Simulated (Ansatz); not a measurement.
Geometry optimisation, Ansatz 0.2.0, RKS r2SCAN-D4/def2-SVP.

input.yaml

```yaml
crystal:
  periodic: [false, false, false]
  atoms:
    - { symbol: C, position_ang: [-0.59001, 0.71454, -0.56447] }
    - { symbol: Si, position_ang: [0.83587, -0.56451, -0.47073] }
    - { symbol: Mg, position_ang: [-0.20809, -1.92583, -2.25848] }
    - { symbol: H, position_ang: [-1.55153, 0.23079, -0.36806] }
    - { symbol: H, position_ang: [-0.66351, 1.20939, -1.52993] }
    - { symbol: H, position_ang: [-0.45589, 1.49041, 0.19548] }
    - { symbol: H, position_ang: [0.86508, -0.96747, 0.96468] }
    - { symbol: H, position_ang: [2.06864, 0.26164, -0.58881] }
    - { symbol: H, position_ang: [-1.45475, -2.32083, -3.36404] }
basis:
  gaussian: { orbitals: def2-SVP }
hamiltonian:
  xc: r2scan
  dispersion: d4
relax:
  f_tol: 0.015
  max_steps: 40
```

Run as:

```bash
$ ansatz run input.yaml --threads 2 --pin off --max-ram 3072MiB --backend cpu --events-out ev --progress --plain --runs-dir out
```

Question: Where does it end, and by what steps?

Answer: It converged. After 8 steps the energy has fallen by 0.279 eV; H9 moved furthest, 1.14 Å.

```csv
step,energy less start (eV),largest force component (eV/Å),accepted
0,0.0000,0.552,yes
1,-0.1181,0.234,yes
2,-0.1717,0.159,yes
3,-0.2102,0.139,yes
4,-0.2466,0.126,yes
5,-0.2709,0.114,yes
6,-0.2774,0.055,yes
7,-0.2789,0.051,yes
8,-0.2795,0.009,yes
```

```xyz
9
Properties=species:S:1:pos:R:3
C -0.601 1.042 -0.305
Si 0.504 -0.478 -0.619
Mg -0.300 -2.135 -2.454
H -1.613 0.741 0.013
H -0.704 1.657 -1.213
H -0.174 1.678 0.487
H 0.672 -1.185 0.701
H 1.886 0.037 -0.935
H -0.824 -3.229 -3.659
```

Whether the end is a true minimum wasn't checked by a vibrational analysis.

Run time: 15 s on 2 threads of Intel(R) Xeon(R) Platinum 8488C (Sapphire Rapids), with other jobs on the host, peak memory 0.19 GiB.
